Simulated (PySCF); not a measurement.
Cartesian coordinates (Å):
SMILES: [SH]
```xyz
2

S      0.6786     0.0000     0.0000
H     -0.6786     0.0000     0.0000
```
Charge 0, spin multiplicity 2.

Problem. Estimate the total energy, dipole moment and highest occupied spin orbital that PBE-D3(BJ)/def2-TZVP run with PySCF returns for this input.

Solution. 
| Item | Value |
|---|---|
| total energy | -398.5779 Ha |
| dipole moment | 0.87 D |
| highest occupied spin orbital | -6.12 eV |
